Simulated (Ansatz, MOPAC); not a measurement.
Trigonal Te: properties by level of theory

Reference values: lattice constant a 4.456 Å (measured, 293 K, not corrected to a static lattice; as tabulated in Wikipedia's data pages); lattice parameter c 5.928 Å (measured, 293 K, not corrected to a static lattice; as tabulated in Wikipedia's data pages).

```tsv
level (code)	lattice constant a (Å)	c axis length (Å)
PM7 semi-empirical Hartree-Fock (MOPAC)	4.588	5.069
LDA (Ansatz)	4.277	5.926
PBE (Ansatz)	4.518	5.955
PBEsol (Ansatz)	4.317	5.954
rVV10 (Ansatz)	4.521	6.022
r²SCAN+SOC (Ansatz)	4.617	5.933
```

Differences from the reference values (errors of the level alone only where the reference is corrected to a static lattice):

| level | lattice constant a (%) | lattice parameter c (%) |
|---|---|---|
| PM7 semi-empirical Hartree-Fock (MOPAC) | +2.96 | -14.5 |
| LDA | -4.02 | -0.03 |
| PBE | +1.39 | +0.46 |
| PBEsol | -3.12 | +0.44 |
| rVV10 | +1.46 | +1.59 |
| r²SCAN+SOC | +3.61 | +0.08 |

Nearest: lattice constant a, not ranked (reference at room or unstated temperature); lattice parameter c, not ranked (reference at room or unstated temperature). Empirical potentials aren't ranked on values they can be fitted to.

Caveats: LDA has no dispersion term either, though it tends to give short spacings of layers, chains or molecules (LDA); for a layered or molecular solid the relaxed cell lies over 5 % above the published volume, where the minimum can be shallow (r²SCAN+SOC); the cell comes from a level without a dispersion term, which matters for the spacing of layers, chains or molecules (PBE, PBEsol, r²SCAN+SOC); the cell has another shape than the first-principles one, perhaps another minimum in the same group (PM7 semi-empirical Hartree-Fock (MOPAC)); the gap of the solid is closed in this run (LDA, PBEsol); the method was fitted mainly to molecules (PM7 semi-empirical Hartree-Fock (MOPAC)); the run uses a supercell at the zone centre in place of a k mesh (PM7 semi-empirical Hartree-Fock (MOPAC)). Ansatz's density-functional and Hartree–Fock values are scalar-relativistic unless marked +SOC, with PAW data made under PBE.

Differences are worked out from the printed values.

Ansatz is an electronic-structure program.
